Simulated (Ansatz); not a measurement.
Relaxation of H₅NSi (7 atoms, charge 0, multiplicity 1), to a largest force component of 0.02 eV/Å in at most 40 steps.

The calculation used RKS r2SCAN-D4/def2-SVP (Ansatz).

```xyz
7
Properties=species:S:1:pos:R:3:forces:R:3
Si 0.000 0.000 0.000 -0.13 0.10 2.93
N 0.000 0.000 1.820 0.23 -0.16 -0.75
H -0.877 -0.271 2.350 1.87 0.59 -0.62
H 0.877 0.271 2.350 -1.89 -0.57 -0.62
H 1.377 0.000 -0.486 0.61 0.03 -0.12
H -0.688 1.191 -0.486 -0.33 0.52 -0.52
H -0.688 -1.191 -0.486 -0.36 -0.52 -0.30
```

Question: Where does it end, and by what steps?

Answer: It converged. After 7 steps the energy has fallen by 0.326 eV; H4 moved furthest, 0.26 Å.

```csv
step,energy less start (eV),largest force component (eV/Å),accepted
0,0.0000,2.928,yes
1,-0.2584,1.388,yes
2,-0.3101,0.282,yes
3,-0.3167,0.152,yes
4,-0.3248,0.134,yes
5,-0.3245,0.187,no
6,-0.3257,0.050,yes
7,-0.3259,0.004,yes
```

```xyz
7
Properties=species:S:1:pos:R:3
Si 0.005 -0.008 0.063
N 0.088 -0.167 1.788
H -0.772 -0.320 2.308
H 0.697 0.458 2.309
H 1.400 -0.038 -0.468
H -0.641 1.240 -0.473
H -0.776 -1.165 -0.466
```

Whether the end is a true minimum wasn't checked by a vibrational analysis.

The run took 5.4 s on 1 thread of AMD EPYC 9R45 96-Core Processor (Zen 5) (shared host), peak memory 0.14 GiB.
